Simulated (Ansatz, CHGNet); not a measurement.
Lattice parameter a of rock-salt HfC: levels of theory against measurement

Reference value: 4.638 Å (measured, temperature not stated, not corrected to a static lattice; as tabulated in Zhang et al. (2018), doi:10.1088/1367-2630/aac7f0).

```tsv
level (code)	value (Å)	difference (%)
CHGNet 0.3.0	4.650	+0.26
LDA (Ansatz)	4.573	-1.40
PBE (Ansatz)	4.651	+0.28
rVV10 (Ansatz)	4.676	+0.82
r²SCAN-D4 (Ansatz)	4.633	-0.11
HSE06 (Ansatz)	4.642	+0.09
LC-ωPBE (Ansatz)	4.633	-0.11
r²SCAN0 (Ansatz)	4.639	+0.02
Hartree–Fock (Ansatz)	4.756	+2.54
```

The reference's temperature isn't stated, so close values are not ranked against it. Off by more than 1.25 %, or 1.75 % on the side where a correction would as a rule narrow the miss (bounds picked here): Hartree–Fock (+2.54 %).

The reference isn't brought to a static lattice, while the calculations are for one, so the differences are not the levels' errors alone. A static lattice is as a rule a little smaller than the measured one.  Density-functional levels without +SOC have no spin–orbit coupling. Cutoffs and k meshes differ between the levels. Ansatz's density-functional and Hartree–Fock values are scalar-relativistic unless marked +SOC, with PAW data made under PBE.

Machine-learned potentials (CHGNet 0.3.0) are trained on DFT data: a solid inside that data is no test of them.

Differences are worked out from the printed values.

Ansatz is a first-principles code.
